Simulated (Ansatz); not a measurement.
Species: Si2 (charge 0, triplet). SMILES: [Si]=[Si]
Structure (B3LYP-D3(BJ)/def2-TZVP (Ansatz, a first-principles code) minimum search):
```
Si
Si 1 2.2679
```
Charge 0, spin multiplicity 3.

Computed values are from Ansatz. Valence correlation only, unless marked. Open shells are spin-unrestricted. Spin-orbit coupling is left out. Non-relativistic. CBS marks a two-point X^-3 extrapolation of the correlation energy; Hartree-Fock from the larger set (for Q and 5 zeta extrapolated as (X+1)exp(-9√X)).

What is the T1 diagnostic at CCSD/cc-pV(5+d)Z?

0.019.

What is the vertical ionisation energy (to the quartet) at CCSD(T)/CBS(aug-cc-pV(T+d)Z,aug-cc-pV(Q+d)Z)?

7.92 eV.

What is the atomisation energy De at CCSD(T)/CBS(cc-pV(Q+d)Z,cc-pV(5+d)Z)?

317.3 kJ/mol.

What is the total energy at CCSD(T)/CBS(cc-pV(Q+d)Z,cc-pV(5+d)Z)?

-578.0010 Eh.

What is the dipole moment at CCSD(T)/aug-cc-pV(D+d)Z?

0.00 D.
